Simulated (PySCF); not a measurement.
# Dipole moment and polarisability of 2-methyl-1,2,3-triazole

Species: 2-methyl-1,2,3-triazole, C3H5N3.
Geometry (GFN2-xTB, Å), atoms numbered from 1 in this order:
```
atom  x, y, z in Å
C1    -1.8026   -0.0362   -0.0193
N2    -0.3721   -0.0053   -0.0128
N3     0.3514   -1.0806    0.1793
C4     1.6061   -0.6553    0.1294
C5     1.5818    0.7217   -0.1012
N6     0.3135    1.0977   -0.1851
H7    -2.1964    0.4090    0.8964
H8    -2.1171   -1.0751   -0.0850
H9    -2.1753    0.5266   -0.8744
H10    2.4329   -1.3222    0.2532
H11    2.3832    1.4222   -0.2065
```

Level: PBE0/def2-SVPD (PySCF), static field, nuclei fixed, core orbitals frozen in the response. The polarisability tensor in these axes (au):

```
x   70.33 -0.06  0.17
y   -0.06 54.16 -2.78
z    0.17 -2.78 38.05
```

Question: What are the eigenvalues, a third of the trace, and Δα (Δα² = ½Σ(αi − αj)² over the three pairs)?

Answer: Principal values 37.58, 54.62 and 70.33 au; mean 54.18 au = 8.03 Å³ = 8.93 × 10⁻⁴⁰ C²·m²/J; Δα = 28.37 au (52 % of the mean).

Question: What is the dipole moment, and where does it point?

Answer: (-0.50, -0.04, -0.01) D, 0.50 D in size, pointing from the negative to the positive side. Measured along this direction, the outermost atoms are H11 at the negative end and H8, H7 and H9 at the positive end.

Question: Rayleigh depolarisation ratio (linearly polarised light, static tensor)?

Answer: ρ = 3Δα²/(45ᾱ² + 4Δα²) = 2413.9/(132088 + 3218.5) = 0.0178.

Question: Give the principal axes and the span of the nuclei along them.

Answer: Largest value along (1.00, 0.00, 0.01), where the nuclei span 4.63 Å; middle along (0.01, 0.99, -0.17), 2.78 Å; least along (0.00, 0.17, 0.99), 1.73 Å. The response follows the extents in order.

Question: Traceless (Buckingham) quadrupole moment about the centre of nuclear charge: eigenvalues?

Answer: -8.45, -3.26, 11.71 D·Å. The values depend on the origin, since the dipole doesn't vanish. The electronic extent ⟨r²⟩ about the same centre is 456 bohr², a root-mean-square distance of 1.70 Å for the 44 electrons.

Isolated species at its GFN2-xTB geometry, gas phase. GFN2-xTB frequencies show an imaginary mode (25i cm⁻¹), so this geometry is no minimum at that level.
